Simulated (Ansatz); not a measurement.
# Ta, bcc: geometry optimisation

Method: Ansatz, DFT, LDA (PW92), plane waves (420 eV) with PAW, scalar-relativistic. (PAW data from PBE, frozen cores regenerated.)

k-point mesh 13×13×13, Fermi-Dirac smearing 0.1 eV, no spin polarisation. Cell and atoms relax.

Starting structure:

```yaml
crystal:
  lattice:
    - [-1.65290, 1.65290, 1.65290]
    - [1.65290, -1.65290, 1.65290]
    - [1.65290, 1.65290, -1.65290]
  atoms:
    - { symbol: Ta, position: [0.00000, 0.00000, 0.00000] }
```

**Question.** What cell does the relaxation end in?

**Answer.** Im-3m with a = 3.255 Å; 17.25 Å³ per atom against 18.06 at the start (-4.5 %).

**Question.** How much energy does the relaxation gain?

**Answer.** 24.1 meV per atom.

Path of the relaxation (the plane waves are chosen anew near the end, which can shift the energy a little):

```json
{"step": "0", "E − E(final) (meV/atom)": "24.06", "V (Å³/atom)": "18.063", "P (GPa)": "-9.14", "max force (eV/Å)": "0.000"}
{"step": "1", "E − E(final) (meV/atom)": "0.22", "V (Å³/atom)": "17.347", "P (GPa)": "-1.20", "max force (eV/Å)": "0.000"}
{"step": "2", "E − E(final) (meV/atom)": "-0.18", "V (Å³/atom)": "17.243", "P (GPa)": "0.07", "max force (eV/Å)": "0.000"}
{"step": "3", "E − E(final) (meV/atom)": "-0.18", "V (Å³/atom)": "17.249", "P (GPa)": "0.00", "max force (eV/Å)": "0.000"}
{"step": "4", "E − E(final) (meV/atom)": "0.00", "V (Å³/atom)": "17.249", "P (GPa)": "-0.02", "max force (eV/Å)": "0.000"}
```
